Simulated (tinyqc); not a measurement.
RHF in the sto-6g basis, for LiH, spin multiplicity 1, step by step. Computed by tinyqc, a small Python program that keeps every step (integrals from PySCF). Settings: charge = 0, multiplicity = 1, basis = sto-6g, energy threshold = 1e-09, iteration cap = 50, orthogonalisation = canonical, start = core, DIIS depth = 6, shift = 0.5, method = RHF. Command: `OMP_NUM_THREADS=1 python tinyqc.py 20628 20629 out.jsonl` (the two numbers bound the seeds that draw the settings). One thread of a shared host (Intel(R) Xeon(R) Processor @ 2.60GHz), about 0.08 s of CPU time with the checks. Later iterations appear only in the table of the cycle.

## One-electron integrals

Geometry (angstrom):
```
atom       x       y       z
Li    0.0000  0.0000  0.0000
H     0.0000  0.0000  1.3830
```

Basis sto-6g: exponents (1/bohr^2) and contraction coefficients of normalised primitives:
```
element  l (shell)  exponent  coefficient
Li           s (1)  167.1758       0.0092
Li           s (1)   30.6515       0.0494
Li           s (1)    8.5752       0.1685
Li           s (1)    2.9458       0.3706
Li           s (1)    1.1439       0.4165
Li           s (1)    0.4711       0.1303
Li           s (2)    6.5976      -0.0133
Li           s (2)    1.3058      -0.0470
Li           s (2)    0.4059      -0.0338
Li           s (2)    0.1561       0.2502
Li           s (2)    0.0678       0.5951
Li           s (2)    0.0311       0.2407
Li           p (3)    6.5976       0.0038
Li           p (3)    1.3058       0.0377
Li           p (3)    0.4059       0.1739
Li           p (3)    0.1561       0.4180
Li           p (3)    0.0678       0.4259
Li           p (3)    0.0311       0.1017
H            s (1)   35.5232       0.0092
H            s (1)    6.5131       0.0494
H            s (1)    1.8221       0.1685
H            s (1)    0.6260       0.3706
H            s (1)    0.2431       0.4165
H            s (1)    0.1001       0.1303
```

Overlap, kinetic and nuclear-attraction integrals over the contracted functions; the nuclear repulsion is the sum of Za Zb / Rab.

nuclear repulsion = 1.147890 hartree

overlap S, lower triangle:
```
         1Li 1s  1Li 2s  1Li 2px  1Li 2py  1Li 2pz   2H 1s
1Li 1s   1.0000
1Li 2s   0.2357  1.0000
1Li 2px  0.0000  0.0000   1.0000
1Li 2py  0.0000  0.0000   0.0000   1.0000
1Li 2pz  0.0000  0.0000   0.0000   0.0000   1.0000
2H 1s    0.1081  0.4511   0.0000   0.0000   0.5448  1.0000
```

kinetic energy T (hartree), lower triangle:
```
          1Li 1s  1Li 2s  1Li 2px  1Li 2py  1Li 2pz   2H 1s
1Li 1s    3.6167
1Li 2s   -0.1107  0.1065
1Li 2px   0.0000  0.0000   0.3200
1Li 2py   0.0000  0.0000   0.0000   0.3200
1Li 2pz   0.0000  0.0000   0.0000   0.0000   0.3200
2H 1s    -0.0146  0.0560   0.0000   0.0000   0.1648  0.7685
```

nuclear attraction V (hartree), lower triangle:
```
          1Li 1s   1Li 2s  1Li 2px  1Li 2py  1Li 2pz    2H 1s
1Li 1s   -8.4498
1Li 2s   -0.9184  -1.5151
1Li 2px   0.0000   0.0000  -1.4795
1Li 2py   0.0000   0.0000   0.0000  -1.4795
1Li 2pz  -0.0225  -0.1329   0.0000   0.0000  -1.5863
2H 1s    -0.4755  -0.8919   0.0000   0.0000  -1.1066  -2.3800
```

core Hamiltonian H = T + V (hartree), lower triangle:
```
          1Li 1s   1Li 2s  1Li 2px  1Li 2py  1Li 2pz    2H 1s
1Li 1s   -4.8330
1Li 2s   -1.0291  -1.4086
1Li 2px   0.0000   0.0000  -1.1595
1Li 2py   0.0000   0.0000   0.0000  -1.1595
1Li 2pz  -0.0225  -0.1329   0.0000   0.0000  -1.2662
2H 1s    -0.4901  -0.8358   0.0000   0.0000  -0.9418  -1.6115
```

## Two-electron integrals

Functions are numbered as in S; the eight-fold symmetry (ij|kl) = (ji|kl) = (kl|ij) leaves the list below.

Two-electron integrals (ij|kl) in chemists' order, unique and non-zero (hartree):
```
(11|11) 1.6812   (21|11) 0.2426   (21|21) 0.0445   (22|11) 0.3972
(22|21) 0.0903   (22|22) 0.2906   (31|31) 0.0094   (32|31) 0.0143
(32|32) 0.0642   (33|11) 0.3972   (33|21) 0.0903   (33|22) 0.2906
(33|33) 0.3131   (41|41) 0.0094   (42|41) 0.0143   (42|42) 0.0642
(43|43) 0.0169   (44|11) 0.3972   (44|21) 0.0903   (44|22) 0.2906
(44|33) 0.2794   (44|44) 0.3131   (51|51) 0.0094   (52|51) 0.0143
(52|52) 0.0642   (53|53) 0.0169   (54|54) 0.0169   (55|11) 0.3972
(55|21) 0.0903   (55|22) 0.2906   (55|33) 0.2794   (55|44) 0.2794
(55|55) 0.3131   (61|11) 0.1154   (61|21) 0.0205   (61|22) 0.0413
(61|33) 0.0408   (61|44) 0.0408   (61|51) 0.0027   (61|52) 0.0051
(61|55) 0.0424   (61|61) 0.0104   (62|11) 0.1875   (62|21) 0.0427
(62|22) 0.1372   (62|33) 0.1313   (62|44) 0.1313   (62|51) 0.0075
(62|52) 0.0373   (62|55) 0.1491   (62|61) 0.0230   (62|62) 0.0964
(63|31) 0.0044   (63|32) 0.0178   (63|53) 0.0063   (63|63) 0.0086
(64|41) 0.0044   (64|42) 0.0178   (64|54) 0.0063   (64|64) 0.0086
(65|11) 0.2114   (65|21) 0.0488   (65|22) 0.1626   (65|33) 0.1523
(65|44) 0.1523   (65|51) 0.0117   (65|52) 0.0574   (65|55) 0.1833
(65|61) 0.0278   (65|62) 0.1274   (65|65) 0.1729   (66|11) 0.3791
(66|21) 0.0882   (66|22) 0.3014   (66|33) 0.2768   (66|44) 0.2768
(66|51) 0.0200   (66|52) 0.1110   (66|55) 0.3505   (66|61) 0.0508
(66|62) 0.2559   (66|65) 0.3549   (66|66) 0.7750
```

## Orthogonalisation

S = U s U^T; canonical form X = U s^(-1/2), so that X^T S X = 1. Each column of U has its largest component positive (the first on a tie).

eigenvalues of S: 0.2913  0.8000  1.0000  1.0000  1.1543  1.7543

X:
```
               1        2       3        4        5       6
1Li 1s    0.0865   0.8179  0.0000   0.0000   0.5892  0.1879
1Li 2s   -0.8566  -0.6247  0.0000   0.0000   0.4555  0.3657
1Li 2px   0.0000   0.0000  0.7100  -0.7042   0.0000  0.0000
1Li 2py   0.0000   0.0000  0.7042   0.7100   0.0000  0.0000
1Li 2pz  -0.9998   0.4101  0.0000   0.0000  -0.5372  0.3707
2H 1s     1.3006  -0.1505  0.0000   0.0000  -0.1521  0.5134
```

Within a degenerate level the vectors are fixed only up to a rotation; this is one choice.

## Starting guess

The start is the orbitals of the core Hamiltonian; D = 2 C_occ C_occ^T.

D at the start, lower triangle:
```
          1Li 1s  1Li 2s  1Li 2px  1Li 2py  1Li 2pz   2H 1s
1Li 1s    2.0560
1Li 2s   -0.1113  0.0765
1Li 2px   0.0000  0.0000   0.0000
1Li 2py   0.0000  0.0000   0.0000   0.0000
1Li 2pz  -0.0412  0.0828   0.0000   0.0000   0.0931
2H 1s    -0.1814  0.3017   0.0000   0.0000   0.3378  1.2259
```

## Iteration 1: building the Fock matrix

J_ij = sum D_kl (ij|kl), K_ij = sum D_kl (ik|jl); F = H + J - 0.5 K; E = tr D H + tr D J / 2 - 0.25 tr D K + E_nn.

Coulomb J (hartree), lower triangle:
```
         1Li 1s  1Li 2s  1Li 2px  1Li 2py  1Li 2pz   2H 1s
1Li 1s   4.1490
1Li 2s   0.6636  1.3930
1Li 2px  0.0000  0.0000   1.3514
1Li 2py  0.0000  0.0000   0.0000   1.3514
1Li 2pz  0.0375  0.2050   0.0000   0.0000   1.4760
2H 1s    0.3315  0.8557   0.0000   0.0000   1.0805  2.1582
```

exchange K (hartree), lower triangle:
```
         1Li 1s  1Li 2s  1Li 2px  1Li 2py  1Li 2pz   2H 1s
1Li 1s   3.3921
1Li 2s   0.4779  0.3102
1Li 2px  0.0000  0.0000   0.0467
1Li 2py  0.0000  0.0000   0.0000   0.0467
1Li 2pz  0.0217  0.3012   0.0000   0.0000   0.4164
2H 1s    0.2556  0.5572   0.0000   0.0000   0.7141  1.3845
```

Fock matrix F (hartree), lower triangle:
```
          1Li 1s   1Li 2s  1Li 2px  1Li 2py  1Li 2pz    2H 1s
1Li 1s   -2.3801
1Li 2s   -0.6044  -0.1708
1Li 2px   0.0000   0.0000   0.1686
1Li 2py   0.0000   0.0000   0.0000   0.1686
1Li 2pz   0.0042  -0.0785   0.0000   0.0000   0.0015
2H 1s    -0.2864  -0.2587   0.0000   0.0000  -0.2183  -0.1456
```

total energy of this density = -7.879784 hartree

## Iteration 1: diagonalisation and new density

A level shift of 0.5 hartree raises the virtual space: F + shift (S - S D(s) S), with D(s) the density of one spin (D/2). Diagonalise F' = X^T F X, C = X C', fill 2 alpha and 2 beta electrons from the bottom; D = 2 C_occ C_occ^T. Each column has its largest component positive (the first on a tie).

F' = X^T F X (hartree), lower triangle:
```
         1        2       3       4        5        6
1   1.1291
2  -0.0669  -0.7006
3   0.0000   0.0000  0.6686
4   0.0000   0.0000  0.0000  0.6686
5  -0.0182  -1.3459  0.0000  0.0000  -0.8538
6  -0.1271  -0.4809  0.0000  0.0000  -0.5007  -0.4666
```

orbital energies (hartree): MO1 -2.3803, MO2 -0.2218, MO3 0.5687, MO4 0.6686, MO5 0.6686, MO6 1.1414

coefficients C:
```
             MO1      MO2      MO3      MO4     MO5      MO6
1Li 1s    0.9966  -0.1561  -0.1945   0.0000  0.0000   0.0581
1Li 2s    0.0084   0.3054   0.8234   0.0000  0.0000  -0.8329
1Li 2px   0.0000   0.0000   0.0000   0.7817  0.6237   0.0000
1Li 2py   0.0000   0.0000   0.0000  -0.6237  0.7817   0.0000
1Li 2pz  -0.0028   0.3179  -0.5987   0.0000  0.0000  -1.0650
2H 1s     0.0117   0.6494  -0.0667   0.0000  0.0000   1.2548
```

D after iteration 1, lower triangle:
```
          1Li 1s  1Li 2s  1Li 2px  1Li 2py  1Li 2pz   2H 1s
1Li 1s    2.0353
1Li 2s   -0.0787  0.1867
1Li 2px   0.0000  0.0000   0.0000
1Li 2py   0.0000  0.0000   0.0000   0.0000
1Li 2pz  -0.1048  0.1942   0.0000   0.0000   0.2022
2H 1s    -0.1795  0.3969   0.0000   0.0000   0.4129  0.8438
```

Within a degenerate level the vectors are fixed only up to a rotation; this is one choice.

## Iteration 2: building the Fock matrix

As before.

Coulomb J (hartree), lower triangle:
```
         1Li 1s  1Li 2s  1Li 2px  1Li 2py  1Li 2pz   2H 1s
1Li 1s   4.1401
1Li 2s   0.6631  1.3899
1Li 2px  0.0000  0.0000   1.3539
1Li 2py  0.0000  0.0000   0.0000   1.3539
1Li 2pz  0.0351  0.1908   0.0000   0.0000   1.4620
2H 1s    0.3296  0.8331   0.0000   0.0000   1.0433  2.0558
```

exchange K (hartree), lower triangle:
```
         1Li 1s  1Li 2s  1Li 2px  1Li 2py  1Li 2pz   2H 1s
1Li 1s   3.3798
1Li 2s   0.4993  0.3493
1Li 2px  0.0000  0.0000   0.0574
1Li 2py  0.0000  0.0000   0.0000   0.0574
1Li 2pz  0.0065  0.3200   0.0000   0.0000   0.4309
2H 1s    0.2541  0.5579   0.0000   0.0000   0.6845  1.2462
```

Fock matrix F (hartree), lower triangle:
```
          1Li 1s   1Li 2s  1Li 2px  1Li 2py  1Li 2pz    2H 1s
1Li 1s   -2.3829
1Li 2s   -0.6156  -0.1934
1Li 2px   0.0000   0.0000   0.1656
1Li 2py   0.0000   0.0000   0.0000   0.1656
1Li 2pz   0.0094  -0.1021   0.0000   0.0000  -0.0197
2H 1s    -0.2875  -0.2817   0.0000   0.0000  -0.2408  -0.1788
```

total energy of this density = -7.937298 hartree

## Iteration 2: DIIS over 2 matrices

error matrix X^T (FDS - SDF) X:
```
         1        2       3       4        5        6
1   0.0000  -0.0215  0.0000  0.0000  -0.0201   0.1253
2   0.0215   0.0000  0.0000  0.0000   0.0476   0.0275
3   0.0000   0.0000  0.0000  0.0000   0.0000   0.0000
4   0.0000   0.0000  0.0000  0.0000   0.0000   0.0000
5   0.0201  -0.0476  0.0000  0.0000   0.0000  -0.0286
6  -0.1253  -0.0275  0.0000  0.0000   0.0286   0.0000
```

B (overlaps of the stored error matrices):
```
               1              2
1  2.6868399e-01  1.0231205e-01
2  1.0231205e-01  4.0838582e-02
```

Minimise |sum c_i e_i|^2 with sum c_i = 1: solve [B -1; -1 0][c; lambda] = [0; -1] with B_ij = tr e_i^T e_j, and take F = sum c_i F_i.

DIIS coefficients: -0.5860  1.5860

extrapolated F (hartree), lower triangle:
```
          1Li 1s   1Li 2s  1Li 2px  1Li 2py  1Li 2pz    2H 1s
1Li 1s   -2.3844
1Li 2s   -0.6222  -0.2066
1Li 2px   0.0000   0.0000   0.1639
1Li 2py   0.0000   0.0000   0.0000   0.1639
1Li 2pz   0.0124  -0.1159   0.0000   0.0000  -0.0321
2H 1s    -0.2882  -0.2951   0.0000   0.0000  -0.2540  -0.1983
```

## Iteration 2: diagonalisation and new density

As before.

F' = X^T F X (hartree), lower triangle:
```
         1        2       3       4        5        6
1   1.1048
2  -0.0747  -0.6697
3   0.0000   0.0000  0.6639
4   0.0000   0.0000  0.0000  0.6639
5  -0.0296  -1.3541  0.0000  0.0000  -0.8841
6  -0.0619  -0.4525  0.0000  0.0000  -0.5029  -0.5436
```

orbital energies (hartree): MO1 -2.3861, MO2 -0.2958, MO3 0.5792, MO4 0.6639, MO5 0.6639, MO6 1.1102

coefficients C:
```
             MO1      MO2      MO3      MO4     MO5      MO6
1Li 1s    0.9936  -0.1651  -0.2040   0.0000  0.0000   0.0516
1Li 2s    0.0211   0.3606   0.8203   0.0000  0.0000  -0.8135
1Li 2px   0.0000   0.0000   0.0000  -0.5388  0.8424   0.0000
1Li 2py   0.0000   0.0000   0.0000   0.8424  0.5388   0.0000
1Li 2pz  -0.0071   0.3588  -0.6008   0.0000  0.0000  -1.0507
2H 1s     0.0098   0.5859  -0.0829   0.0000  0.0000   1.2848
```

D after iteration 2, lower triangle:
```
          1Li 1s  1Li 2s  1Li 2px  1Li 2py  1Li 2pz   2H 1s
1Li 1s    2.0292
1Li 2s   -0.0772  0.2610
1Li 2px   0.0000  0.0000   0.0000
1Li 2py   0.0000  0.0000   0.0000   0.0000
1Li 2pz  -0.1326  0.2585   0.0000   0.0000   0.2576
2H 1s    -0.1740  0.4230   0.0000   0.0000   0.4203  0.6868
```

Within a degenerate level the vectors are fixed only up to a rotation; this is one choice.

## Iteration 17 (converged): orbitals

converged F (hartree), lower triangle:
```
          1Li 1s   1Li 2s  1Li 2px  1Li 2py  1Li 2pz    2H 1s
1Li 1s   -2.3821
1Li 2s   -0.6184  -0.2180
1Li 2px   0.0000   0.0000   0.1621
1Li 2py   0.0000   0.0000   0.0000   0.1621
1Li 2pz   0.0107  -0.1202   0.0000   0.0000  -0.0236
2H 1s    -0.2872  -0.3027   0.0000   0.0000  -0.2482  -0.2027
```

Diagonalise F' = X^T F X, C = X C', fill 2 alpha and 2 beta electrons from the bottom; D = 2 C_occ C_occ^T. Each column has its largest component positive (the first on a tie).

F' = X^T F X (hartree), lower triangle:
```
         1        2       3       4        5        6
1   0.5953
2  -0.0749  -0.9419
3   0.0000   0.0000  0.1621
4   0.0000   0.0000  0.0000  0.1621
5  -0.0279  -1.1044  0.0000  0.0000  -1.1108
6  -0.0227  -0.4398  0.0000  0.0000  -0.5113  -0.5496
```

orbital energies (hartree): MO1 -2.3837, MO2 -0.3031, MO3 0.0802, MO4 0.1621, MO5 0.1621, MO6 0.5997

coefficients C:
```
             MO1      MO2      MO3      MO4     MO5      MO6
1Li 1s    0.9934  -0.1772  -0.1959   0.0000  0.0000   0.0470
1Li 2s    0.0223   0.4259   0.8009   0.0000  0.0000  -0.8012
1Li 2px   0.0000   0.0000   0.0000  -0.6392  0.7690   0.0000
1Li 2py   0.0000   0.0000   0.0000   0.7690  0.6392   0.0000
1Li 2pz  -0.0074   0.3525  -0.6175   0.0000  0.0000  -1.0432
2H 1s     0.0091   0.5470  -0.1173   0.0000  0.0000   1.2992
```

D after iteration 17, lower triangle:
```
          1Li 1s  1Li 2s  1Li 2px  1Li 2py  1Li 2pz   2H 1s
1Li 1s    2.0365
1Li 2s   -0.1067  0.3638
1Li 2px   0.0000  0.0000   0.0000
1Li 2py   0.0000  0.0000   0.0000   0.0000
1Li 2pz  -0.1397  0.2999   0.0000   0.0000   0.2486
2H 1s    -0.1758  0.4663   0.0000   0.0000   0.3855  0.5986
```

Within a degenerate level the vectors are fixed only up to a rotation; this is one choice.

## Convergence

Stop when the energy changes by less than 1e-09 hartree and every element of the error matrix X^T (F D S - S D F) X is below 9e-06.

Course of the cycle:
```
iteration  E (hartree)     change  largest element of the error matrix
1            -7.879784          -                             2.98e-01
2            -7.937298  -5.75e-02                             1.25e-01
3            -7.947483  -1.02e-02                             4.50e-02
4            -7.949152  -1.67e-03                             1.63e-02
5            -7.949563  -4.11e-04                             6.83e-03
6            -7.949768  -2.05e-04                             4.01e-03
7            -7.949835  -6.70e-05                             2.26e-03
8            -7.949855  -2.06e-05                             1.28e-03
9            -7.949862  -6.50e-06                             7.25e-04
10           -7.949864  -2.07e-06                             4.11e-04
11           -7.949865  -6.62e-07                             2.33e-04
12           -7.949865  -2.12e-07                             1.32e-04
13           -7.949865  -6.79e-08                             7.47e-05
14           -7.949865  -2.17e-08                             4.23e-05
15           -7.949865  -6.97e-09                             2.39e-05
16           -7.949865  -2.23e-09                             1.36e-05
17           -7.949865  -7.15e-10                             7.67e-06
```

PySCF RHF in the same basis = -7.949865 hartree

Converged in 17 iterations.

## Populations, bond orders and dipole

Mulliken: Z minus the diagonal of D S on the atom; Loewdin: the same with S^(1/2) D S^(1/2); Mayer order: 2 sum_s sum (D(s) S)_ij (D(s) S)_ji over the two atoms.

Charges (e):
```
atom   Mulliken  Loewdin
1Li   -1.30e-05  -0.0010
2H     1.30e-05   0.0010
```

Mayer bond orders:
```
pair   order
2-1   1.0000
```

dipole moment about the origin, x y z (debye): 0.0000  0.0000  -4.8587
